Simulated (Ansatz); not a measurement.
The cation of AlH5N2 (`[NH2][AlH][NH2]`) at the neutral geometry.

```yaml
crystal:
  periodic: [false, false, false]
  atoms:
    - {symbol: N, position_ang: [-0.978083, 0.659938, -1.012524]}
    - {symbol: Al, position_ang: [0.229882, 0.478217, 0.267202]}
    - {symbol: N, position_ang: [0.796370, -1.129266, 0.741535]}
    - {symbol: H, position_ang: [-1.410399, -0.082332, -1.536937]}
    - {symbol: H, position_ang: [-1.332359, 1.550977, -1.318874]}
    - {symbol: H, position_ang: [0.806206, 1.759161, 0.990809]}
    - {symbol: H, position_ang: [0.499508, -2.007767, 0.350407]}
    - {symbol: H, position_ang: [1.480975, -1.286029, 1.462682]}
basis:
  gaussian: {orbitals: def2-TZVPP}
total_charge: 1
magnetization: {spin_polarized: true, initial_magnetization: 1}
hamiltonian: {xc: r2scan, dispersion: d4}
```

```sh
$ ansatz run in.yaml --threads 4 --pin off --events-out ev --progress --plain --max-ram 10444MiB
```

It prints (some lines left out):

```
Functional definition: r2SCAN
874 factors; their error is unknown
mean field evaluation 1: about -9616.3461 eV, gradient 9.2e1 eV
mean field evaluation 2: about -9478.3107 eV, gradient 1.6e2 eV
mean field evaluation 4: about -9647.8649 eV, gradient 2.1e1 eV
mean field evaluation 8: about -9650.6952 eV, gradient 1.8e0 eV
mean field evaluation 16: about -9650.7061 eV, gradient 6.3e-3 eV
mean field -9650.70613532 eV, -354.6569089894 hartree, gradient 6.7e-5 eV, S^2 0.768133; 2 other end points of the search recorded, 0 dependent functions left out
reference -9650.70615009 eV, -354.6569095322 hartree; 16, 15 occupied and 158, 159 virtual orbitals, 874 factors
Total energy: -9650.72702479 eV, -354.6576766634 hartree
```

Hardware: 4 threads of an Intel Xeon Platinum 8259CL on a shared host. Wall time 4.8 s, peak host memory 0.4 GiB.
